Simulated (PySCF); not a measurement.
propyne (C₃H₄), SMILES C#CC. Atoms are numbered in the order given.

```xyz
7

C      0.0000     0.0000    -1.2360
C      0.0000     0.0000     0.2181
C      0.0000     0.0000     1.4176
H     -0.8833     0.5100    -1.6258
H      0.0000    -1.0199    -1.6258
H      0.8833     0.5100    -1.6258
H      0.0000     0.0000     2.4795
```

Geometry optimised at B3LYP-D3(BJ)/def2-TZVP.

Level of theory: PBE/pcJ-1 (PySCF).

Isotropic couplings with Fermi-contact, spin-dipole and both spin-orbit terms, one fixed conformer, no vibrational averaging. Isotopes: 13C, 1H.

Computed spin–spin coupling constants:
```json
[
 {"pair": "C1–C2", "bonds apart": "1", "J (Hz)": "67.0"},
 {"pair": "C1–H4", "bonds apart": "1", "J (Hz)": "125.1"},
 {"pair": "C1–H5", "bonds apart": "1", "J (Hz)": "125.1"},
 {"pair": "C1–H6", "bonds apart": "1", "J (Hz)": "125.1"},
 {"pair": "C2–C3", "bonds apart": "1", "J (Hz)": "201.3"},
 {"pair": "C3–H7", "bonds apart": "1", "J (Hz)": "246.8"},
 {"pair": "C1–C3", "bonds apart": "2", "J (Hz)": "13.4"},
 {"pair": "C2–H4", "bonds apart": "2", "J (Hz)": "-8.8"},
 {"pair": "C2–H5", "bonds apart": "2", "J (Hz)": "-8.8"},
 {"pair": "C2–H6", "bonds apart": "2", "J (Hz)": "-8.8"},
 {"pair": "C2–H7", "bonds apart": "2", "J (Hz)": "51.9"},
 {"pair": "H4–H5", "bonds apart": "2", "J (Hz)": "-15.5"},
 {"pair": "H4–H6", "bonds apart": "2", "J (Hz)": "-15.5"},
 {"pair": "H5–H6", "bonds apart": "2", "J (Hz)": "-15.5"},
 {"pair": "C1–H7", "bonds apart": "3", "J (Hz)": "3.7"},
 {"pair": "C3–H4", "bonds apart": "3", "J (Hz)": "3.5"},
 {"pair": "C3–H5", "bonds apart": "3", "J (Hz)": "3.5"},
 {"pair": "C3–H6", "bonds apart": "3", "J (Hz)": "3.5"},
 {"pair": "H4–H7", "bonds apart": "4", "J (Hz)": "-3.5"},
 {"pair": "H5–H7", "bonds apart": "4", "J (Hz)": "-3.5"},
 {"pair": "H6–H7", "bonds apart": "4", "J (Hz)": "-3.5"}
]
```
